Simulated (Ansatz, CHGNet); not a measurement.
Ladder of methods for the cohesive energy of bcc Li

Reference value: 1.67 ± 0.01 eV/atom (measured, from 0 K enthalpies of formation; zero-point vibration energy (9/8 kB θD) added; as tabulated in Csonka et al. (2009), arXiv:0903.4037).

**Question.** What do CHGNet-r²SCAN, LDA, PBE, r²SCAN, HSE06, PBE0 give, and how far is each from the reference?

**Answer.** 
```csv
level (code),value (eV/atom),cell (Å³/atom),error (eV/atom)
CHGNet-r²SCAN (CHGNet),1.66,19.88,-0.01
LDA (Ansatz),1.80,19.01,+0.13
PBE (Ansatz),1.61,20.26,-0.06
r²SCAN (Ansatz),1.58,21.02,-0.09
HSE06 (Ansatz),1.55,20.76,-0.12
PBE0 (Ansatz),1.54,20.78,-0.13
```

Leaving aside CHGNet-r²SCAN, which can be fitted to such values or carry a doubt: Nearest, and too close to rank with a margin of 0.03 eV/atom (twice that across the reference) picked here for doubts on the reference and the settings: PBE (-0.06 eV/atom), r²SCAN (-0.09 eV/atom). Farthest off: LDA (+0.13 eV/atom), HSE06 (-0.12 eV/atom), PBE0 (-0.13 eV/atom). Within 0.2 eV/atom: LDA, PBE, r²SCAN, HSE06, PBE0. The lowest first-principles rung that does so: DFT without exact exchange (LDA, PBE, r²SCAN).

CHGNet-r²SCAN: free atoms can lie outside what these potentials were trained on. Each level is taken at its own relaxed cell. Cutoffs and k meshes differ between the levels. Ansatz's density-functional and Hartree–Fock values are scalar-relativistic unless marked +SOC, with PAW data made under PBE.

Machine-learned potentials (CHGNet-r²SCAN) are trained on DFT data, which may include these solids.

Differences are worked out from the printed values.

Ansatz is an electronic-structure program.
